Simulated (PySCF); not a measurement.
# TPSS/def2-SVPD run of BPH6 (SMILES [BH3-][PH3+])

Aim: the energy change on altering one bond length of BPH6 at TPSS/def2-SVPD, from 2 runs. The job is set up through a Python script.

The results are computed with PySCF 2.14.0.

2 further runs of the same task are left out: 2 set aside as unsound or not needed.

### 1 The structure to begin with

BPH6 has 8 atoms, charge 0, and is taken as a singlet. SMILES: `[BH3-][PH3+]`. The coordinates come from a PBE0-D4/def2-TZVP relaxation.

Bond lengths: B1–P2 1.910 Å, B1–H3 1.209 Å, B1–H4 1.209 Å, B1–H5 1.209 Å, P2–H6 1.408 Å, P2–H7 1.409 Å, P2–H8 1.408 Å. Some angles: B1–P2–H6 118.0°, B1–P2–H7 118.1°, B1–P2–H8 118.0°, P2–B1–H3 103.8°, P2–B1–H4 103.8°, P2–B1–H5 103.8°, H6–P2–H7 99.7°, H6–P2–H8 99.7°, H7–P2–H8 99.7°, H3–B1–H4 114.5°.

### 2 The energy at TPSS/def2-SVPD

calc.py

```python
from pyscf import gto, dft

mol = gto.Mole()
mol.atom = [
    ('B', (-0.556100, 0.227200, -0.914000)),
    ('P', (0.433900, -0.181600, 0.667700)),
    ('H', (-1.693400, 0.343100, -0.520100)),
    ('H', (-0.367800, -0.730200, -1.628000)),
    ('H', (-0.055500, 1.254200, -1.309900)),
    ('H', (0.418800, 0.755700, 1.718800)),
    ('H', (1.823100, -0.380300, 0.547100)),
    ('H', (0.089200, -1.345200, 1.382600)),
]
mol.max_memory = 1860
mol.basis = 'def2-svpd'
mol.spin = 0
mol.verbose = 3
mol.build()

calc0 = dft.RKS(mol, xc='tpss')
calc0.conv_tol = 1e-10
calc0.grids.level = 5
calc0.kernel()
if not calc0.converged:
    calc0 = calc0.newton().run(calc0.mo_coeff, calc0.mo_occ)

etot = calc0.e_tot
print(f'total energy: {etot:.8f} hartree')
```

Command:

```bash
$ OMP_NUM_THREADS=1 python calc.py
```

Standard output:

```text
converged SCF energy = -369.705631605687
total energy: -369.70563161 hartree
```

It took 25 s on 1 thread of Arm Neoverse V2, shared host; peak memory 0.5 GiB.

### 3 The distorted shape at the same level

input.py

```python
from pyscf import gto, dft

mol = gto.Mole()
mol.atom = '''
B       -0.706277      -0.080894      -0.795232
P        0.283723      -0.489694       0.786468
H       -1.843577       0.035006      -0.401332
H       -0.517977      -1.038294      -1.509232
H       -0.055500       1.254200      -1.309900
H        0.268623       0.447606       1.837568
H        1.672923      -0.688394       0.665868
H       -0.060977      -1.653294       1.501368
'''
mol.charge = 0
mol.max_memory = 1860
mol.basis = 'def2-svpd'
mol.verbose = 3
mol.build()

mf = dft.RKS(mol, xc='tpss')
mf.conv_tol = 1e-10
mf.grids.level = 5
mf.kernel()
if not mf.converged:
    mf = mf.newton().run(mf.mo_coeff, mf.mo_occ)

e_tot = mf.e_tot
print('Final energy', e_tot)
```

Command:

```bash
$ OMP_NUM_THREADS=1 python input.py
```

Standard output:

```text
converged SCF energy = -369.677172363799
Final energy -369.6771723637992
```

Wall time 27 s (1 thread of Arm Neoverse V2, shared host); peak memory 0.5 GiB.

### 4 Summary of results

Level: TPSS/def2-SVPD.

```
                                                         quantity          value
                                        first shape: total energy  -369.70563 Eh
                                       first shape: dipole moment         3.95 D
                                         first shape: HOMO energy       -7.47 eV
                                         first shape: LUMO energy       -0.32 eV
                                       first shape: HOMO–LUMO gap        7.15 eV
                                    distorted shape: total energy  -369.67717 Eh
                                   distorted shape: dipole moment         4.21 D
                                     distorted shape: HOMO energy       -6.74 eV
                                     distorted shape: LUMO energy       -0.47 eV
                                   distorted shape: HOMO–LUMO gap        6.26 eV
energy change with the B1–H5 bond stretched from 1.209 to 1.572 Å       0.774 eV
```

In words: With the B1–H5 bond stretched from 1.209 to 1.572 Å the energy rises by 0.77 eV (17.9 kcal/mol). The first shape isn't relaxed at this level, so the change isn't measured from a minimum. Mulliken charges (first shape) run from -0.97 on B1 to +0.30 on H7; in a basis this large or diffuse they mean little.
